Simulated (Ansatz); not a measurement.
**SiH₅O (doublet): from Hartree-Fock to the top rungs at distance Si1–H5 along a hydrogen transfer = 1.631 Å, cc-pVDZ**

How much of the correlation energy of SiH₅O (doublet) does each wave-function method recover here?

Method: cc-pVDZ, correlated electrons: outside noble gas; program: Ansatz 0.2.0, Gaussian basis.

The runs, in order: UHF; CCSD(T) on ROHF; CCSD(T) on UHF; BCCD(T) on ROHF; CISD; CCSDT(Q) on ROHF; CCSDT(Q) on UHF; CASSCF and MRCISD+Q, 3 electrons in 3 orbitals; CASSCF and NEVPT2, 3 electrons in 3 orbitals.

### Step 1. The system

The geometry derives from fragments relaxed apart (PBE0/def2-TZVP) and kept rigid, so it is no stationary point. A hydrogen atom is moved between rigid fragments.

7 atoms, charge 0, spin multiplicity 2.

Atoms are counted from 1 here; the program's logs count them from 0.

Bond lengths: Si1–H2 1.485 Å, Si1–H3 1.485 Å, Si1–H4 1.485 Å, Si1–H5 1.631 Å, H5–O6 1.186 Å, O6–H7 0.973 Å. Angles: H2–Si1–H3 109.5°, H2–Si1–H4 109.5°, H2–Si1–H5 109.5°, H3–Si1–H4 109.5°, H3–Si1–H5 109.5°, H4–Si1–H5 109.5°, Si1–H5–O6 180.0°, H5–O6–H7 105.0°.

Coordinates:

```
Si   -0.98344    0.01929    0.00000
H    -1.47831    1.41899    0.00000
H    -1.47831   -0.68057    1.21218
H    -1.47831   -0.68057   -1.21218
H     0.64756    0.01929    0.00000
O     1.83356    0.01929    0.00000
H     2.08542   -0.92066    0.00000
```

In the tables R marks a restricted open-shell determinant and U an unrestricted one; 'pair' is the active space of 3 electrons in 3 orbitals; correlation energies count from the lowest restricted Hartree-Fock solution.

### Step 2. UHF

File in.yaml:

```yaml
crystal:
  periodic: [false, false, false]
  atoms:
    - {symbol: Si, position_ang: [-0.983440, 0.019286, 0.000000]}
    - {symbol: H, position_ang: [-1.478312, 1.418994, 0.000000]}
    - {symbol: H, position_ang: [-1.478311, -0.680568, 1.212183]}
    - {symbol: H, position_ang: [-1.478312, -0.680568, -1.212182]}
    - {symbol: H, position_ang: [0.647560, 0.019286, 0.000000]}
    - {symbol: O, position_ang: [1.833560, 0.019286, -0.000001]}
    - {symbol: H, position_ang: [2.085419, -0.920664, -0.000001]}
basis:
  gaussian: {orbitals: cc-pVDZ}
magnetization: {spin_polarized: true, initial_magnetization: 1}
hamiltonian: {xc: hf}
output: {orbitals: {seedname: orbitals}}
```

Started as:

```sh
> ansatz run in.yaml --threads 1 --pin off --events-out ev --progress --plain --max-ram 2816MiB --backend cpu
```

After this run come: CCSD(T) on ROHF; CCSD(T) on UHF; BCCD(T) on ROHF; CISD; CCSDT(Q) on ROHF; CCSDT(Q) on UHF; CASSCF and MRCISD+Q, 3 electrons in 3 orbitals; CASSCF and NEVPT2, 3 electrons in 3 orbitals.

**Question.** What will the summary of the whole plan be? Wanted: correlation energy, UCCSDT(Q); RMP2 from UCCSDT(Q); UMP2 from UCCSDT(Q); RCCSD from UCCSDT(Q); RCCSD(T) from UCCSDT(Q); UCCSD(T) from UCCSDT(Q); RCCSDT(Q) from UCCSDT(Q); NEVPT2 pair from UCCSDT(Q); MRCISD+Q pair from UCCSDT(Q).

**Answer**, as computed:

| quantity | value |
| --- | --- |
| correlation energy, UCCSDT(Q) | -9.8785 eV |
| RMP2 from UCCSDT(Q) | +1158.0 meV |
| UMP2 from UCCSDT(Q) | +1330.0 meV |
| RCCSD from UCCSDT(Q) | +250.3 meV |
| RCCSD(T) from UCCSDT(Q) | +45.6 meV |
| UCCSD(T) from UCCSDT(Q) | +47.0 meV |
| RCCSDT(Q) from UCCSDT(Q) | +0.3 meV |
| NEVPT2 pair from UCCSDT(Q) | +1237.4 meV |
| MRCISD+Q pair from UCCSDT(Q) | +156.8 meV |
| levels of the table within 1 kcal/mol (43 meV) | RCCSDT, UCCSDT, RCCSDT(Q) |
| T1 diagnostic | 0.018 |

What this shows: RCCSD(T) misses by +45.6 meV, 0.5 % of the correlation energy. Of the multireference levels listed MRCISD+Q pair comes nearest in total energy (+156.8 meV), which doesn't show that its space is the better one. These misses are within one basis, not against nature; the frozen cores of restricted and unrestricted runs differ, which can shift their rows.
